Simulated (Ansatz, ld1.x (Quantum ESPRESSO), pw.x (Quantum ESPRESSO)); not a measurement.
**What a changed setting does to a pw.x run (bcc Hf)**

Potential: norm-conserving Troullier–Martins (Kleinman–Bylander form), ld1.x (Quantum ESPRESSO) 7.5, PBEsol; core [Xe] 4f14, reference 5d2 6s2 6p0; waves: 6s (bound): rc 2.70 bohr; 6p (bound, empty): rc 4.20 bohr; 5d (bound): rc 2.85 bohr; local part: all-electron potential smoothed inside 3.45 bohr (lloc = -1); core correction: a·sin(br)/r model core, default radius (core density twice the valence density).

The reference run (k-mesh 13³, cutoffs 50/200 Ry, Fermi–Dirac 0.01 Ry, mixing_beta 0.4, conv_thr 1e-9, no spin) gives 1.43 GPa at 21.370 Å³/atom, where all-electron LAPW gives 0.10 GPa. This run, with its own iteration cap, changes smearing to mp.

```
&control
  calculation='scf', prefix='x', pseudo_dir='./', outdir='./tmp', tstress=.true., disk_io='none'
/
&system
  ibrav=0, nat=1, ntyp=1, ecutwfc=50, ecutrho=200, nbnd=9,
  occupations='smearing', smearing='mp', degauss=0.01
/
&electrons
  conv_thr=1e-09, mixing_beta=0.4, electron_maxstep=70
/
ATOMIC_SPECIES
Hf 1.0 Hf.UPF
CELL_PARAMETERS angstrom
  -1.74816133 1.74816133 1.74816133
  1.74816133 -1.74816133 1.74816133
  1.74816133 1.74816133 -1.74816133
ATOMIC_POSITIONS crystal
Hf 0.0000 0.0000 0.0000
K_POINTS automatic
13 13 13 0 0 0
```

```bash
pw.x < Hf.scf.in > Hf.scf.out
```

Task: How does the run end?

Result: It converges in 6 iterations; the free energy moves by +56.4 meV/atom and the pressure by -0.59 GPa. This scheme is built to cancel the term in the square of the width that Fermi–Dirac smearing leaves in the F of a metal.

```
Message from routine setup:
     using ibrav=0 with symmetry is DISCOURAGED, use correct ibrav instead
     lattice parameter (alat)  =       5.7219  a.u.
     unit-cell volume          =     144.2119 (a.u.)^3
     number of electrons       =         4.00
     number of Kohn-Sham states=            9
     kinetic-energy cutoff     =      50.0000  Ry
     charge density cutoff     =     200.0000  Ry
     scf convergence threshold =      1.0E-09
     Exchange-correlation= PBESOL
     number of k points=    84  Methfessel-Paxton smearing, width (Ry)=  0.0100
     iteration #  1     ecut=    50.00 Ry     beta= 0.40
     total energy              =     -10.44507673 Ry
     estimated scf accuracy    <       0.01367027 Ry
     iteration #  2     ecut=    50.00 Ry     beta= 0.40
     total energy              =     -10.44393781 Ry
     estimated scf accuracy    <       0.00290090 Ry
     iteration #  3     ecut=    50.00 Ry     beta= 0.40
     total energy              =     -10.44432485 Ry
     estimated scf accuracy    <       0.00000832 Ry
     iteration #  4     ecut=    50.00 Ry     beta= 0.40
     total energy              =     -10.44432654 Ry
     estimated scf accuracy    <       0.00000100 Ry
     iteration #  5     ecut=    50.00 Ry     beta= 0.40
     total energy              =     -10.44432664 Ry
     estimated scf accuracy    <          1.7E-09 Ry
     iteration #  6     ecut=    50.00 Ry     beta= 0.40
     the Fermi energy is     8.9752 ev
!    total energy              =     -10.44432664 Ry
     estimated scf accuracy    <          5.8E-10 Ry
     smearing contrib. (-TS)   =       0.00000784 Ry
     The total energy is F=E-TS. E is the sum of the following terms:
     one-electron contribution =       5.45015570 Ry
     hartree contribution      =       0.00521411 Ry
     xc contribution           =      -7.08679034 Ry
     ewald contribution        =      -8.81291396 Ry
     convergence has been achieved in   6 iterations
          total   stress  (Ry/bohr**3)                   (kbar)     P=        8.41
     Message from routine punch:
     Nothing written, as per user request (disk_io='none')
```

The run took about 4.6 s on one core of a shared host (Neoverse-V1, 64 threads, 503 GiB, load 23).
